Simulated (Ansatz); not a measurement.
**C₂H₆FNO: a ladder of functionals and wavefunction methods**

Aim: compute C₂H₆FNO with functionals from several rungs and with coupled cluster. The yardstick is the atomisation energy at the CCSD(T) limit.

Computed with Ansatz 0.2.0, Gaussian basis. Level: functionals in def2-TZVPP, the program's frozen cores in correlated methods.

Levels to be run: PBE-D4, r2SCAN-D4, PBE0-D4, B3LYP-D4, ωB97X-V, ωB97M-V, B2PLYP; CCSD(T)/def2-TZVPP; MP2/def2-QZVPP; extrapolation to the limit.

### 1 Structure used throughout

All runs share one geometry, relaxed beforehand with PBE0-D4 in a triple-zeta def2 set.

SMILES `CNC(O)F`, 11 atoms, charge 0, spin multiplicity 1.

Atoms are counted from 1 here; the program's logs count them from 0.

Bond lengths: C1–N2 1.455 Å, C1–H6 1.095 Å, C1–H7 1.090 Å, C1–H8 1.091 Å, N2–C3 1.410 Å, N2–H9 1.010 Å, C3–O4 1.383 Å, C3–F5 1.383 Å, C3–H10 1.098 Å, O4–H11 0.962 Å. Angles: N2–C1–H6 113.4°, N2–C1–H7 109.4°, N2–C1–H8 108.9°, H6–C1–H7 108.0°, H6–C1–H8 109.0°, H7–C1–H8 108.0°, C1–N2–C3 116.3°, C1–N2–H9 111.9°, C3–N2–H9 110.4°, N2–C3–O4 111.9°, N2–C3–F5 113.2°, N2–C3–H10 109.0°, O4–C3–F5 104.3°, O4–C3–H10 112.4°, F5–C3–H10 105.9°, C3–O4–H11 106.7°.

### 2 PBE-D4 (GGA)

Input file in.yaml:

```yaml
crystal:
  periodic: [false, false, false]
  atoms:
    - {symbol: C, position_ang: [-1.271385, 0.232945, 0.307573]}
    - {symbol: N, position_ang: [0.014007, -0.368519, 0.628213]}
    - {symbol: C, position_ang: [1.099226, 0.001426, -0.193025]}
    - {symbol: O, position_ang: [0.948297, -0.462115, -1.487432]}
    - {symbol: F, position_ang: [1.234751, 1.370094, -0.333482]}
    - {symbol: H, position_ang: [-1.297788, 1.315676, 0.470802]}
    - {symbol: H, position_ang: [-1.507333, 0.045069, -0.739856]}
    - {symbol: H, position_ang: [-2.043905, -0.237067, 0.917229]}
    - {symbol: H, position_ang: [0.253326, -0.250065, 1.602536]}
    - {symbol: H, position_ang: [2.031662, -0.346440, 0.269946]}
    - {symbol: H, position_ang: [0.604442, -1.358005, -1.422004]}
basis:
  gaussian: {orbitals: def2-TZVPP}
hamiltonian: {xc: pbe, dispersion: d4}
output: {forces: true, orbitals: {seedname: orbitals}}
```

Command:

```console
ansatz run in.yaml --threads 4 --pin off --events-out ev --progress --plain --max-ram 10444MiB
```

Further steps of the session: r2SCAN-D4 (meta-GGA); PBE0-D4 (hybrid); B3LYP-D4 (hybrid); ωB97X-V (range-separated); ωB97M-V (range-separated); B2PLYP (double hybrid); CCSD(T) in def2-TZVPP; MP2 in def2-QZVPP.

Before running them: what should the planned runs give, taken together? Wanted: atomisation energy, CCSD(T)/CBS; farthest; mean size of error, hybrid; mean size of error, range-separated; gap, smallest and largest; T1 diagnostic; triples share of the correlation energy.

The runs gave:

| quantity | value |
| --- | --- |
| atomisation energy, CCSD(T)/CBS | 4161.6 kJ/mol |
| functionals within 20.8 kJ/mol (0.5 %) | r2SCAN-D4, PBE0-D4, B3LYP-D4, ωB97X-V, ωB97M-V |
| farthest | PBE-D4 (+123.4 kJ/mol) |
| mean size of error, hybrid | 6.0 kJ/mol |
| mean size of error, range-separated | 15.4 kJ/mol |
| gap, smallest and largest | 6.15 eV (PBE-D4), 12.87 eV (ωB97X-V) |
| T1 diagnostic | 0.0109 |
| triples share of the correlation energy | 3.5 % |

In words: PBE-D4 is off by +123.4 kJ/mol. Double hybrids carry the basis error of their MP2 part in triple zeta, and no dispersion term here, so their miss is partly the set-up's. The reference freezes the cores and leaves out relativity and excitations past (T), so misses under about 20.8 kJ/mol can't be ranked. Hartree-Fock recovers 69 % of the binding; the rest is correlation. The gap grows from 6.1 to 12.9 eV across the functionals, mostly with the share of exact exchange.
